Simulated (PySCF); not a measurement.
Compound: chlorotrifluoromethane, CClF3.
Atom-mapped SMILES: `[F:1][C:2]([F:3])([F:4])[Cl:5]`

Geometry (GFN2-xTB, Å), atoms numbered from 1 in this order:
```xyz
5
CClF3 angstrom
F     -0.493   -0.806   -0.967
C     -0.072    0.006   -0.012
F     -0.407    1.242   -0.344
F     -0.703   -0.307    1.107
Cl     1.685   -0.132    0.199
```

Computed with TDDFT B3LYP/def2-SVPD, vertical, gas phase, core orbitals frozen in the response (PySCF).

Transition dipole moments from the ground state, in atomic units and in the frame of the coordinates above (overall signs are arbitrary), for the states with f of 0.002 or more among the lowest 8:

| state | E (eV) | μx | μy | μz |
| --- | --- | --- | --- | --- |
| S3 | 9.508 | -0.040 | 0.258 | 0.500 |
| S4 | 9.509 | -0.069 | -0.499 | 0.252 |
| S6 | 10.358 | 0.688 | -0.054 | 0.082 |
| S7 | 10.474 | -0.016 | 0.127 | 0.219 |
| S8 | 10.474 | -0.032 | -0.219 | 0.124 |

Task: Work out the oscillator strengths.

Result: f = (2/3) ΔE |μ|² with ΔE in hartree (27.2114 eV).

| state | \|μ\|² (au) | \|μ\| (D) | f |
| --- | --- | --- | --- |
| S3 | 0.318 | 1.43 | 0.074 |
| S4 | 0.318 | 1.43 | 0.074 |
| S6 | 0.483 | 1.77 | 0.123 |
| S7 | 0.064 | 0.64 | 0.017 |
| S8 | 0.064 | 0.64 | 0.017 |

Task: Label these states by symmetry in C3v.

Result: Polarised along the main axis, so A1: S6. Polarised across the main axis, so E: S3, S4, S7 and S8.

Task: Which bond between heavy atoms lies closest to the direction of the S6 transition dipole?

Result: C2–Cl5, at 0° from it; next C2–F4, C2–F3 and F1–C2 at 69°.

Task: What peak molar absorption coefficient would the strongest computed level give as a lone Gaussian band 0.4 eV wide at half height?

Result: ε(max) = 2.175×10⁸ f / FWHM, with the width in cm⁻¹. S3/S4 (f summed): 2.175×10⁸ × 0.1480 / 3226 ≈ 10000 L mol⁻¹ cm⁻¹.

S3/S4 and S7/S8 coincide within about 0.01 eV; within a degenerate level the directions of the single components are arbitrary.
